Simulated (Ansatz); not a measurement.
**BH₄NO (SMILES NBO): functionals against CCSD(T) at one geometry**

Aim: energy, forces and dipole at a structure displaced at random from a GFN2-xTB minimum, from CCSD(T) and from density functionals.

The runs use Ansatz 0.2.0, Gaussian basis; single points in def2-TZVPP.

Cores are frozen in the correlated methods.

### Step 1. The starting structure

SMILES `NBO`, 7 atoms, charge 0, spin multiplicity 1.

Atoms are counted from 1 here; the program's logs count them from 0.

Bond lengths: N1–B2 1.379 Å, N1–H4 0.884 Å, N1–H5 1.034 Å, B2–O3 1.464 Å, B2–H6 1.179 Å, O3–H7 0.889 Å. Angles: B2–N1–H4 125.5°, B2–N1–H5 119.3°, H4–N1–H5 115.1°, N1–B2–O3 115.3°, N1–B2–H6 129.9°, O3–B2–H6 114.9°, B2–O3–H7 111.4°.

Geometry (Å):

```csv
atom,x (Å),y (Å),z (Å)
N1,-0.95870,0.15080,-0.45100
B2,0.25180,0.22610,0.20460
O3,1.06910,-0.98770,0.14870
H4,-1.28260,-0.56790,-0.85020
H5,-1.55210,0.99550,-0.51780
H6,0.71850,1.10950,0.82990
H7,1.82040,-0.89470,0.61490
```

### Step 2. CCSD(T)/def2-TZVPP

Input file run/in.yaml:

```yaml
crystal:
  periodic: [false, false, false]
  atoms:
    - {symbol: N, position_ang: [-0.958700, 0.150800, -0.451000]}
    - {symbol: B, position_ang: [0.251800, 0.226100, 0.204600]}
    - {symbol: O, position_ang: [1.069100, -0.987700, 0.148700]}
    - {symbol: H, position_ang: [-1.282600, -0.567900, -0.850200]}
    - {symbol: H, position_ang: [-1.552100, 0.995500, -0.517800]}
    - {symbol: H, position_ang: [0.718500, 1.109500, 0.829900]}
    - {symbol: H, position_ang: [1.820400, -0.894700, 0.614900]}
basis:
  gaussian: {orbitals: def2-TZVPP}
correlation: {method: ccsd_t}
output: {forces: true}
```

The command line of these runs was not kept.

### Step 3. PBE0-D4/def2-TZVPP

Changes to run/in.yaml since step 2:

```diff
@@ -12,3 +12,3 @@
   gaussian: {orbitals: def2-TZVPP}
-correlation: {method: ccsd_t}
-output: {forces: true}
+hamiltonian: {xc: pbe0, dispersion: d4}
+output: {forces: true, orbitals: {seedname: orbitals}}
```

### Step 4. wB97M-V/def2-TZVPP

Changes to run/in.yaml since step 3:

```diff
@@ -12,3 +12,3 @@
   gaussian: {orbitals: def2-TZVPP}
-hamiltonian: {xc: pbe0, dispersion: d4}
-output: {forces: true, orbitals: {seedname: orbitals}}
+hamiltonian: {xc: {name: wB97M-V}}
+output: {forces: true}
```

### Step 5. r2SCAN-D4/def2-TZVPP

Changes to run/in.yaml since step 4:

```diff
@@ -12,3 +12,3 @@
   gaussian: {orbitals: def2-TZVPP}
-hamiltonian: {xc: {name: wB97M-V}}
+hamiltonian: {xc: r2scan, dispersion: d4}
 output: {forces: true}
```

### Step 6. PBE-D4/def2-TZVPP

Changes to run/in.yaml since step 5:

```diff
@@ -12,3 +12,3 @@
   gaussian: {orbitals: def2-TZVPP}
-hamiltonian: {xc: r2scan, dispersion: d4}
+hamiltonian: {xc: pbe, dispersion: d4}
 output: {forces: true}
```

### Step 7. revPBE-D4/def2-TZVPP

Changes to run/in.yaml since step 6:

```diff
@@ -12,3 +12,3 @@
   gaussian: {orbitals: def2-TZVPP}
-hamiltonian: {xc: pbe, dispersion: d4}
+hamiltonian: {xc: {name: revPBE}, dispersion: d4}
 output: {forces: true}
```

### Step 8. B97M-V/def2-TZVPP

Changes to run/in.yaml since step 7:

```diff
@@ -12,3 +12,3 @@
   gaussian: {orbitals: def2-TZVPP}
-hamiltonian: {xc: {name: revPBE}, dispersion: d4}
+hamiltonian: {xc: {name: B97M-V}}
 output: {forces: true}
```

(Steps that only read results are left out.)

Q: Predict the outcome of this session. Wanted: energy less free atoms, CCSD(T)/def2-TZVPP; RMS force component; RMS force error; HOMO and LUMO, PBE0-D4; T1 diagnostic.

**Answer**, as computed:

| quantity | value |
| --- | --- |
| energy less free atoms, CCSD(T)/def2-TZVPP | -2554.3 kJ/mol |
| RMS force component | 3.265 to 3.404 eV/Å over the methods |
| RMS force error | PBE0-D4 0.126, wB97M-V 0.074, r2SCAN-D4 0.078, PBE-D4 0.200, revPBE-D4 0.202, B97M-V 0.158 eV/Å |
| HOMO and LUMO, PBE0-D4 | -7.97 and 1.09 eV |
| T1 diagnostic | 0.012 |

In words: Against CCSD(T) the functionals' energies less atoms differ by -130.5 to -55.0 kJ/mol, PBE-D4 by -130.5 kJ/mol. The reference is not at the basis limit: in triple zeta CCSD(T) underbinds, which counts against methods that bind more; the gaps are no ranking. The forces of wB97M-V come nearest to CCSD(T), those of revPBE-D4 are farthest. Frozen-core CCSD(T) forces in triple zeta carry basis errors of their own, and this is one geometry, so small gaps rank nothing.
